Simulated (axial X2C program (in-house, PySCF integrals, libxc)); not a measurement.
**SC⁺: properties at the nuclei**

Aim: properties at the nuclei of SC⁺, with spin–orbit coupling in the Hamiltonian from the start.

The runs use an in-house X2C program for linear molecules on PySCF integrals; two-component X2C with atomic mean-field terms, S dyall-av3z, C dyall-v3z.

All values are calculated.

## (1) Set-up

task.json reads:

```json
{"zs": [16, 6], "q": 1, "bas": ["dyall-av3z", "dyall-v3z"], "r0": 1.61, "levels": ["PBE0", "HF", "r2SCAN", "PBE", "LDA"], "nst": 3}
```

Keys: zs atomic numbers; q charge; bas basis sets; r0 starting distance in Å; levels methods (HF also brings MP2); nst determinants followed.

The run is started by

```console
> python soeom.py task.json out
```

Nuclei are Gaussian, cores are contracted, and the Gaunt term is on.

## (2) Expectation values, lowest determinant

R = 1.489 Å. State: Ω = 1/2 (excess of +ω over −ω: ω = 1/2).

Output of the PBE0 run:

```text
two-component X2C + atomic mean field  PBE0
basis functions 104  fitting functions 573  grid points 4349
iter        total energy     max residual
   1       -436.688533380     2.46e-05
   2       -436.688533407     1.33e-05
   3       -436.688533413     8.34e-06
   4       -436.688533416     9.74e-06
   5       -436.688533417     9.86e-07
converged
one-electron -661.96151201  Coulomb 221.83624980  exact exchange -7.48319490  xc functional -23.13568621  nuclear repulsion 34.11753677  atomic mean-field constant -0.06192687
```

The highest occupied spinor is 62% S p, 31% C p, 4% C d.

```tsv
level	Eeff magnitude (GV/cm)	Ws magnitude S (kHz)	A∥/gI S (MHz)	qzz S (a.u.)	A∥/gI C (MHz)	qzz C (a.u.)
PBE0	0.0521	0.0199	121	-0.09	814	-0.23
HF	0.0083	0.0144	152	-0.80	1020	-0.24
r2SCAN	0.0518	0.0199	121	-0.08	840	-0.23
PBE	0.0422	0.0128	112	0.02	783	-0.17
LDA	0.0378	0.00962	123	0.00	783	-0.17
```

Eeff is the effective electric field on the electron dipole moment in this Ω state and Ws the scalar–pseudoscalar constant (defined with the proton number Z and per Ω); A∥ is the parallel hyperfine constant, which follows by multiplying with the nuclear g factor gI = μI/(I μN); qzz is the electric field gradient, eQq0 = 234.96 MHz × Q/barn × qzz. The operators were transformed with the bare-nucleus X2C matrices.

## (3) Expectation values, a higher determinant

R = 1.489 Å. State: Ω = 3/2 (excess of +ω over −ω: ω = 3/2), 1.96 eV above the lowest in the PBE0 search for states (made at or near this distance, with looser thresholds).

Output of the PBE0 run:

```text
two-component X2C + atomic mean field  PBE0
basis functions 104  fitting functions 573  grid points 4349
iter        total energy     max residual
   1       -436.616648517     2.26e-05
   2       -436.616648532     1.31e-05
   3       -436.616648536     1.51e-05
   4       -436.616648538     3.96e-06
   5       -436.616648539     6.42e-07
converged
one-electron -661.44945938  Coulomb 221.40270433  exact exchange -7.48928747  xc functional -23.13621591  nuclear repulsion 34.11753677  atomic mean-field constant -0.06192687
```

The highest occupied spinor is 49% C p, 25% C s, 13% S p.

```tsv
level	Eeff magnitude (GV/cm)	Ws magnitude S (kHz)	A∥/gI S (MHz)	qzz S (a.u.)	A∥/gI C (MHz)	qzz C (a.u.)
PBE0	0.0172	0.00455	209	-2.35	29.4	-1.30
HF	0.0373	0.00959	206	-2.13	25.7	-1.47
r2SCAN	0.0219	0.00558	224	-2.40	35.7	-1.29
PBE	0.0138	0.00372	208	-2.41	31.8	-1.24
LDA	0.00648	0.00185	214	-2.48	31.1	-1.24
```

## (4) Outcome

```
                                        quantity                                    value
                              lowest determinant  Ω = 1/2 (excess of +ω over −ω: ω = 1/2)
                    Eeff magnitude (GV/cm), PBE0                                   0.0521
                      Ws magnitude S (kHz), PBE0                                   0.0199
                             A∥/gI S (MHz), PBE0                                      121
                              qzz S (a.u.), PBE0                                    -0.09
                              higher determinant  Ω = 3/2 (excess of +ω over −ω: ω = 3/2)
Eeff magnitude (GV/cm), PBE0, higher determinant                                   0.0172
  Ws magnitude S (kHz), PBE0, higher determinant                                  0.00455
         A∥/gI S (MHz), PBE0, higher determinant                                      209
          qzz S (a.u.), PBE0, higher determinant                                    -2.35
```

**Reading.** In the first state, the effective field runs from 0.0083 to 0.0521 GV/cm over the mean-field levels, so the levels don't agree on it. The expectation values come from single determinants, which for open shells can mix terms of unlike spin or miss the lowest Ω, so a determinant need not be a state. Eeff is the effective electric field on the electron dipole moment in this Ω state and Ws the scalar–pseudoscalar constant (defined with the proton number Z and per Ω); A∥ is the parallel hyperfine constant, which follows by multiplying with the nuclear g factor gI = μI/(I μN); qzz is the electric field gradient, eQq0 = 234.96 MHz × Q/barn × qzz. The operators were transformed with the bare-nucleus X2C matrices.
